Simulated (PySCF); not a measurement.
## [H···H···SiH$_{2}$], singlet along the distance H1-H2

Starting geometry:

| atom | x (Å) | y (Å) | z (Å) |
| --- | --- | --- | --- |
| H | -2.4199 | 0.0549 | 0.0000 |
| H | -1.6749 | 0.0549 | 0.0000 |
| Si | 0.0961 | 0.0549 | 0.0000 |
| H | 0.7083 | -0.8194 | 1.0900 |
| H | 0.7083 | -0.8194 | -1.0900 |

From there atom H2 is moved from one fragment to the other while all else, the fragments' distance too, stays fixed; atoms are numbered as listed. Energies are in kcal/mol, counted from the starting geometry at the same level.

Basis 6-31G; PySCF 2.14.0. Correlated methods freeze the noble-gas cores. R marks a restricted (for open shells ROHF) determinant.

Full CI is exact within this basis and frozen core; it isn't the basis-set limit.

| distance H1-H2 (Å) | RCCSD |
| --- | --- |
| 0.693 | 0.3 |
| 0.745 | 0.0 |
| 0.792 | 1.5 |
| 0.840 | 4.2 |
| 0.887 | 7.6 |
| 0.934 | 11.5 |
| 0.981 | 15.6 |
| 1.029 | 19.9 |
| 1.076 | 24.4 |

Q: Estimate the full CI curve in 6-31G from this one, knowing how RCCSD errs.

A: The computed full CI values, in kcal/mol from the starting point, and the error of RCCSD against them:
| distance H1-H2 (Å) | full CI | RCCSD less full CI |
| --- | --- | --- |
| 0.693 | 0.4 | -0.1 |
| 0.745 | 0.0 | 0.0 |
| 0.792 | 1.4 | 0.1 |
| 0.840 | 4.0 | 0.2 |
| 0.887 | 7.2 | 0.4 |
| 0.934 | 10.9 | 0.6 |
| 0.981 | 14.7 | 0.9 |
| 1.029 | 18.7 | 1.3 |
| 1.076 | 22.7 | 1.6 |

The error spans 1.7 kcal/mol and is largest, 1.6 kcal/mol, at 1.076 Å.
